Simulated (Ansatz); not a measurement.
## Where CCSD(T) holds and where it slips

Each species is computed at the geometry given (Å), with frozen cores, in Ansatz 0.2.0: RHF-CCSD(T) for singlets, UHF-CCSD(T) otherwise, and full CI in the same basis. The program picks the determinant by trial CCSD, so it needn't be the lowest Hartree–Fock solution. States: N2 Σg⁺ or Δg, BN Σ⁺ or Δ, GeH2 A'. Cases whose determinant has another symmetry than full CI's state, or whose (Q) step broke down, weren't drawn. No relativity is included.

Task: Judging by size, spin and bonding, rank them by the size of CCSD(T)'s error in total energy against full CI in the same basis, smallest first (an estimate).
A. BN, singlet, 6-31G: B 0.000 0.000 0.000; N 0.000 0.000 1.262
B. GeH₂, singlet, cc-pVDZ: Ge 0.000 -0.034 -0.004; H 0.000 1.087 -1.137; H 0.000 1.356 1.402
C. N2, singlet, 6-31G: N 0.000 0.000 0.000; N 0.000 0.000 1.266

Result: B (20.4 meV), C (85.6 meV), A (121.6 meV).

| species | basis | correlated electrons | CCSD(T) − full CI (meV) | CCSDT(Q) − full CI (meV) | unpaired electrons (full CI) | T1 | ⟨S²⟩ of the determinant |
| --- | --- | --- | --- | --- | --- | --- | --- |
| GeH2, singlet | cc-pVDZ | 6 | 20.4 | 0.6 | 0.10 | 0.017 | 0.00 |
| N2, singlet | 6-31G | 10 | 85.6* | -9.8 | 0.21 | 0.016 | 0.00 |
| BN, singlet | 6-31G | 8 | -121.6* | -29.4 | 0.73 | 0.101 | 0.00 |

Unpaired electrons are Σ n²(2−n)² over natural occupations; an open shell counts its own unpaired electrons too. Frozen cores follow each run's orbitals, which moves totals by a few meV. An asterisk marks runs whose energy the program itself flagged as in doubt.
